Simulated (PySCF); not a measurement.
PySCF input (M06-2X/def2-TZVPD):

```python
from pyscf import gto, scf, dft

mol = gto.M(
    atom='''
    C    -0.06202131   -0.12897927    0.24357143
    C    -0.00836144   -0.78607026   -0.96303711
    C    -0.01037813    0.73506140   -0.97201260
    C    -0.03390126   -0.02224928    1.59714360
    H     0.77768823   -1.43566092   -1.33626297
    H     0.90443913    1.34040822   -1.07804562
    H    -0.89271719    1.26925688   -1.34476163
    H     0.07922200   -0.89460119    2.23650899
    H    -0.18065935    0.93402158    2.08856936
    ''',
    basis='def2-tzvpd',
    charge=-1,
    spin=0,
    verbose=4,
)

mf = dft.RKS(mol, xc='m062x').density_fit(auxbasis='def2-universal-jkfit')
mf.grids.level = 4
mf.conv_tol = 1e-9
mf.max_cycle = 100
mf.max_memory = 1500
mf.kernel()
if not mf.converged:
    mf = mf.newton()
    mf.kernel(mf.make_rdm1())
mf.analyze()
```

End of the output:

```
Extra cycle  E= -155.310655338694  delta_E= -2.02e-11  |g|= 2.9e-06  |ddm|= 0.000332
converged SCF energy = -155.310655338694
**** SCF Summaries ****
Total Energy =                        -155.310655338694175
Nuclear Repulsion Energy =             101.816150460468052
One-electron Energy =                 -415.297560916757845
Two-electron Energy =                  158.170755117595604
Two-electron Coulomb Energy =          181.829486113251875
DFT Exchange-Correlation Energy =      -23.658730995656278
HOMO-LUMO gap [eV] =                     4.692653366558213
**** MO energy ****
MO #1   energy= -10.3403554801761  occ= 2
MO #2   energy= -10.3383562545886  occ= 2
MO #3   energy= -10.3060712856721  occ= 2
MO #4   energy= -10.2973370221601  occ= 2
MO #5   energy= -0.739565713408023 occ= 2
MO #6   energy= -0.580902319550233 occ= 2
MO #7   energy= -0.464484320870103 occ= 2
MO #8   energy= -0.376282317849896 occ= 2
MO #9   energy= -0.323167794543661 occ= 2
MO #10  energy= -0.297575310625178 occ= 2
MO #11  energy= -0.282460589580526 occ= 2
MO #12  energy= -0.161263834075468 occ= 2
MO #13  energy= -0.137578823214943 occ= 2
MO #14  energy= -0.115007421891002 occ= 2
MO #15  energy= -0.00805181492079043 occ= 2
MO #16  energy= 0.164400016937726  occ= 0
MO #17  energy= 0.179739039482579  occ= 0
MO #18  energy= 0.191615342260938  occ= 0
MO #19  energy= 0.213948279885701  occ= 0
MO #20  energy= 0.228054728683897  occ= 0
MO #21  energy= 0.23867026256011   occ= 0
MO #22  energy= 0.26202179982387   occ= 0
MO #23  energy= 0.276661706841739  occ= 0
MO #24  energy= 0.296323015862906  occ= 0
MO #25  energy= 0.307636394802604  occ= 0
MO #26  energy= 0.310952352178384  occ= 0
MO #27  energy= 0.316613759262631  occ= 0
MO #28  energy= 0.333639521598053  occ= 0
MO #29  energy= 0.350919572466455  occ= 0
MO #30  energy= 0.361349924856399  occ= 0
MO #31  energy= 0.374322372782821  occ= 0
MO #32  energy= 0.376179080077169  occ= 0
MO #33  energy= 0.393040440527     occ= 0
MO #34  energy= 0.394984831745982  occ= 0
MO #35  energy= 0.403106635367161  occ= 0
MO #36  energy= 0.413979533823425  occ= 0
MO #37  energy= 0.41939576353786   occ= 0
MO #38  energy= 0.433821767916542  occ= 0
MO #39  energy= 0.43880487163233   occ= 0
MO #40  energy= 0.445016885198337  occ= 0
MO #41  energy= 0.4586395921966    occ= 0
MO #42  energy= 0.478159848303472  occ= 0
MO #43  energy= 0.484074488202625  occ= 0
MO #44  energy= 0.487011053770491  occ= 0
MO #45  energy= 0.493535272362504  occ= 0
MO #46  energy= 0.50083613613658   occ= 0
MO #47  energy= 0.515353063768804  occ= 0
MO #48  energy= 0.519451176889581  occ= 0
MO #49  energy= 0.530649273036452  occ= 0
MO #50  energy= 0.532072799563103  occ= 0
MO #51  energy= 0.540419757270252  occ= 0
MO #52  energy= 0.55569429096213   occ= 0
MO #53  energy= 0.559257663016983  occ= 0
MO #54  energy= 0.566531113600747  occ= 0
MO #55  energy= 0.581638339983502  occ= 0
MO #56  energy= 0.589559965082362  occ= 0
MO #57  energy= 0.61265136055723   occ= 0
MO #58  energy= 0.619480863252347  occ= 0
MO #59  energy= 0.626145525201488  occ= 0
MO #60  energy= 0.637306530370197  occ= 0
MO #61  energy= 0.649935993960206  occ= 0
MO #62  energy= 0.659707618222337  occ= 0
MO #63  energy= 0.684839147990867  occ= 0
MO #64  energy= 0.700890798810506  occ= 0
MO #65  energy= 0.704971031514602  occ= 0
MO #66  energy= 0.734695911557961  occ= 0
MO #67  energy= 0.741662407371228  occ= 0
MO #68  energy= 0.767344159767894  occ= 0
MO #69  energy= 0.804515439242639  occ= 0
MO #70  energy= 0.816594359745036  occ= 0
MO #71  energy= 0.825817572857234  occ= 0
MO #72  energy= 0.83095147082383   occ= 0
MO #73  energy= 0.838902806080422  occ= 0
MO #74  energy= 0.852482640691634  occ= 0
MO #75  energy= 0.874150163089206  occ= 0
MO #76  energy= 0.891462235124349  occ= 0
MO #77  energy= 0.908221402976632  occ= 0
MO #78  energy= 0.918849987687768  occ= 0
MO #79  energy= 0.929523322653184  occ= 0
MO #80  energy= 0.934795541447033  occ= 0
MO #81  energy= 0.946569834889402  occ= 0
MO #82  energy= 0.971318722844847  occ= 0
MO #83  energy= 0.979770506898196  occ= 0
MO #84  energy= 1.03451244696216   occ= 0
MO #85  energy= 1.04163871905104   occ= 0
MO #86  energy= 1.10583752849362   occ= 0
MO #87  energy= 1.15051384126274   occ= 0
MO #88  energy= 1.18894571924872   occ= 0
MO #89  energy= 1.20221359153571   occ= 0
MO #90  energy= 1.26052434667887   occ= 0
MO #91  energy= 1.28459640698785   occ= 0
MO #92  energy= 1.34848172834877   occ= 0
MO #93  energy= 1.36672996727485   occ= 0
MO #94  energy= 1.39771079167504   occ= 0
MO #95  energy= 1.41608443518328   occ= 0
MO #96  energy= 1.43854170774861   occ= 0
MO #97  energy= 1.44632544479116   occ= 0
MO #98  energy= 1.48207725156519   occ= 0
MO #99  energy= 1.52427981818853   occ= 0
MO #100 energy= 1.54735986814285   occ= 0
MO #101 energy= 1.5854061568069    occ= 0
MO #102 energy= 1.60148072745331   occ= 0
MO #103 energy= 1.70968519535132   occ= 0
MO #104 energy= 1.76180061044401   occ= 0
MO #105 energy= 1.82354349963256   occ= 0
MO #106 energy= 1.89203969153661   occ= 0
MO #107 energy= 1.93665033256735   occ= 0
[...]
```

It need not be the lowest isomer of its formula. Whether it binds its extra electron was not tested at this geometry.
